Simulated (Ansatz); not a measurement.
Chalcopyrite ZnGeP2, treated with rVV10 (Ansatz, a quantum-chemistry and plane-wave program, plane waves, PAW).

Run with plane-wave cutoff 520 eV, 10×10×10 k mesh, Fermi–Dirac smearing 0.01 eV, scalar-relativistic PAW data made under PBE.

A third-order Birch–Murnaghan fit to the energies gives V0 = 20.763 Å³/atom, B0 = 72.8 GPa, B′ = 4.6.

```csv
V (Å³/atom),P (GPa)
19.931,[?]
20.346,[?]
20.761,0.01
21.177,[?]
21.592,[?]
```

Task: Estimate the withheld pressures from this fit; the answers are the runs' own values.

Result: 
- 19.931, P (GPa): 3.27
- 20.346, P (GPa): 1.55
- 21.177, P (GPa): -1.37
- 21.592, P (GPa): -2.60

The formula P = (3/2) B0 (x^(7/3) − x^(5/3)) [1 + (3/4)(B′ − 4)(x^(2/3) − 1)] with x = V0/V meets the computed pressures within 0.01 GPa when these rounded values are put in.

Shape and atoms are relaxed at each volume.

Measured, for comparison: bulk modulus 79 GPa (room temperature, no zero-point or thermal correction; as tabulated in Isothermal phase behavior of Ag3SbS3, ZnGeP2, and ZnS (abstract)). Computed (rounded) less measured: bulk modulus -8 %.

Note: the bulk modulus comes from volumes at which shape and atoms were relaxed.

Computed values are for the static lattice.
